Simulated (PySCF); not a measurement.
# Oxygen: a sound run and one with changed settings

Sound run: O [He] 2s2 2p4, O⁺ [He] 2s2 2p3. Calculation: PySCF 2.14, in jorge-DZP-DKH; scalar relativity by spin-free X2C-1e. The sound run starts from symmetry-adapted Hartree-Fock orbitals and uses a fine grid where one is needed.

Changed run: 14 angular points. This setting is unsound on purpose.

| species | method | sound run (hartree) | changed run (hartree) | converged |
| --- | --- | --- | --- | --- |
| O | UHF | -74.85717 | -74.85717 | yes |
| O | LDA | -74.56238 | -74.56171 | yes |
| O | PBE | -75.04913 | -75.04882 | yes |
| O⁺ | UHF | -74.41662 | -74.41662 | yes |
| O⁺ | LDA | -74.05197 | -74.05197 | yes |
| O⁺ | PBE | -74.53682 | -74.53682 | yes |

Ionisation energy of O:

| method | sound run (eV) | changed run (eV) |
| --- | --- | --- |
| UHF | 11.988 | 11.988 |
| LDA | 13.889 | 13.871 |
| PBE | 13.941 | 13.932 |

A coarse angular grid integrates products of high-l functions wrongly, so density functionals can shift, and the SCF can exploit the error; Hartree-Fock and MP2 need no grid.

For comparison, NIST gives 13.618 eV between the lowest levels.
